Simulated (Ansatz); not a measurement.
**Worked example: building the atomization energy of CH3, doublet**

Measured: the G2/97 heats of formation, with zero-point and thermal terms from B3LYP taken off, give an electronic atomization energy of 307.5 kcal/mol (Curtiss et al., J. Chem. Phys. 106, 1063 (1997); Staroverov et al., J. Chem. Phys. 119, 12129 (2003)). The calculation below tries to reproduce it.

Geometry (MP2(full)/6-31G*, from the G2/97 set):

```xyz
4

C     0.0000    0.0000    0.0000
H     0.0000    1.0784    0.0000
H     0.9339   -0.5392    0.0000
H    -0.9339   -0.5392    0.0000
```

Atomization energies (atoms less molecule, kcal/mol) from Ansatz 0.2.0, frozen cores, unrestricted molecule, unrestricted atoms (their steps beyond CCSDT(Q) from restricted open-shell runs), sets cc-pVDZ, cc-pVTZ, cc-pVQZ:

| level | DZ | TZ | QZ |
| --- | --- | --- | --- |
| HF | 238.09 | 242.53 | 242.93 |
| CCSD(T) | 287.13 | 301.70 | 305.01 |
| CCSDT | 287.19 | 301.70 | 305.00 |
| CCSDT(Q) | 287.25 | 301.75 | 305.05 |
| CCSDTQ | 287.26 | – | – |

**Question.** Extrapolate Hartree–Fock with exp(−5.46 √X) and the CCSD(T) correlation part with X⁻³ (X = 3, 4), add each higher step from the largest set that has it, and compare with the measured value.

**Answer.** Hartree–Fock: 242.93 + (242.93 − 242.53) × 0.301 = 243.05.
Correlation: TZ 59.17, QZ 62.08; (64 × 62.08 − 27 × 59.17) / 37 = 64.20.
Full triples (QZ): 305.00 − 305.01 = -0.01.
(Q) (QZ): 305.05 − 305.00 = 0.05.
Full quadruples (DZ): 287.26 − 287.25 = 0.01.
Sum: 307.3 kcal/mol, 0.2 below the measured 307.5.

The steps beyond CCSD(T) add 0.05 kcal/mol, while going from QZ to the limit adds 2.24. Core correlation, scalar relativity, spin–orbit terms and the relaxation from this MP2 geometry are missing from the sum, and the measured value has its own uncertainty.
